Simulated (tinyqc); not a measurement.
Worked calculation: Born-Oppenheimer dynamics on the RHF/sto-3g surface (energies and gradients from PySCF), for BH2+, spin multiplicity 1. Computed by tinyqc, a small Python program that keeps every step (integrals from PySCF). Settings: charge = 1, multiplicity = 1, basis = sto-3g, time step (fs) = 0.2, steps = 16. Command: `OMP_NUM_THREADS=1 python tinyqc.py 29270 29271 out.jsonl` (the two numbers bound the seeds that draw the settings). One thread of a shared host (Intel(R) Xeon(R) Processor @ 2.60GHz), about 1 s of CPU time with the checks.

positions (bohr):
```
            x          y          z
1B  -0.011338   0.083148  -0.068030
2H   0.026456   2.022007   0.865495
3H  -0.111494  -2.265782   1.011003
```

The total energy should stay constant up to terms of order dt^2; the step counts as short enough if it moves by less than 2 % of the largest kinetic energy.

Trajectory:

| time (fs) | 1B-2H (angstrom) | potential (hartree) | kinetic (hartree) | total (hartree) |
|---|---|---|---|---|
| 0.000000 | 1.138908 | -25.12278366 | 0.00020065 | -25.12258301 |
| 0.200000 | 1.138828 | -25.12262748 | 0.00004464 | -25.12258284 |
| 0.400000 | 1.139642 | -25.12291798 | 0.00033451 | -25.12258347 |
| 0.600000 | 1.141334 | -25.12364512 | 0.00106024 | -25.12258488 |
| 0.800000 | 1.143877 | -25.12478630 | 0.00219925 | -25.12258705 |
| 1.000000 | 1.147227 | -25.12630700 | 0.00371709 | -25.12258992 |
| 1.200000 | 1.151330 | -25.12816162 | 0.00556819 | -25.12259343 |
| 1.400000 | 1.156119 | -25.13029451 | 0.00769698 | -25.12259752 |
| 1.600000 | 1.161518 | -25.13264111 | 0.01003898 | -25.12260213 |
| 1.800000 | 1.167441 | -25.13512930 | 0.01252214 | -25.12260716 |
| 2.000000 | 1.173799 | -25.13768083 | 0.01506829 | -25.12261254 |
| 2.200000 | 1.180494 | -25.14021302 | 0.01759490 | -25.12261812 |
| 2.400000 | 1.187428 | -25.14264096 | 0.02001719 | -25.12262377 |
| 2.600000 | 1.194499 | -25.14488017 | 0.02225092 | -25.12262925 |
| 2.800000 | 1.201605 | -25.14685019 | 0.02421590 | -25.12263429 |
| 3.000000 | 1.208645 | -25.14847907 | 0.02584055 | -25.12263852 |
| 3.200000 | 1.215521 | -25.14970899 | 0.02706747 | -25.12264152 |

Is the time step short enough?

Yes. The total energy moves within 5.9e-05 hartree, under 2 % of the largest kinetic energy.
